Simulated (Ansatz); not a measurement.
How far each method lies from full CI for AlH2⁻, singlet

Geometry: a point of a bend scan, not a stationary point.

```yaml
atoms:
  - { symbol: Al, position_ang: [0.0000, -0.0875, 0.0000] }
  - { symbol: H, position_ang: [0.0000, 1.1715, -1.1376] }
  - { symbol: H, position_ang: [0.0000, 1.1715, 1.1376] }
```

Basis 6-31++G** (Cartesian d functions); Ansatz 0.2.0. Only valence electrons are correlated (noble-gas cores frozen), which leaves 6 electrons in 30 orbitals. Prefix R: restricted or restricted open-shell reference; prefix U: unrestricted. Active spaces: pair = (2e, 2o) about the gap; valence = (6e, 6o) chosen from the atoms' valence shells.

Full CI is exact within this basis and frozen core; it isn't the basis-set limit. The frozen core follows each run's orbitals, which can shift R against U totals by a few meV.

```
UHF ⟨S²⟩                          : 0.262
T1 diagnostic (RCCSD)             : 0.0174
largest doubles amplitude (RCCSD) : 0.067
```

| level | E − E(full CI) (kcal/mol) | share of correlation (%) | wall time |
| --- | --- | --- | --- |
| RHF | 60.13 | 0.00 | – |
| RMP2 | 15.64 | 73.99 | – |
| CISD | 4.14 | 93.12 | 0.61 s |
| RCCSD | 1.55 | 97.42 | – |
| RCCSD(T) | 0.39 | 99.35 | 0.33 s |
| BCCD(T) | 0.39 | 99.36 | 0.27 s |
| RCCSDT | 0.06 | 99.90 | – |
| RCCSDT(Q) | 0.01 | 99.98 | 0.81 s |
| RCCSDTQ | 0.00 | 100.00 | 12 s |
| CASSCF (pair space) | 51.67 | 14.07 | – |
| MRCISD (pair space) | 3.13 | 94.80 | – |
| MRCISD+Q (pair space) | -0.52 | 100.86 | 0.82 s |
| CASSCF (valence space) | 34.74 | 42.23 | – |
| NEVPT2 (valence space) | 12.36 | 79.44 | 0.39 s |
| NEVPT4(SD) (valence space) | 2.93 | 95.13 | 0.67 s |
| MRCISD (valence space) | 1.92 | 96.81 | – |
| MRCISD+Q (valence space) | 0.55 | 99.08 | 0.79 s |

The correlation energy at full CI, counted from RHF, is -2.607 eV. That run took 15 s on 1 thread of Arm Neoverse V2, shared host over 4,171,528 determinants.

Run but not shown, since their state or frozen core can't be matched to the reference's or they repeat it: UHF.

Times hold each run's SCF and search for its determinant on a shared host, so for small cases they say little of a method's own cost; they ran on 1 thread of Arm Neoverse V2.

More than 5 meV below full CI, which no variational method can be: MRCISD+Q (pair space).

The full-CI state has the irrep A1 of C2v, in the program's axes.

Natural occupations of full CI about the gap: 1.962 1.951 1.891 0.055 0.043 0.025 0.020 0.013 0.010 0.006; effectively unpaired electrons, Σ n²(2−n)², 0.08.
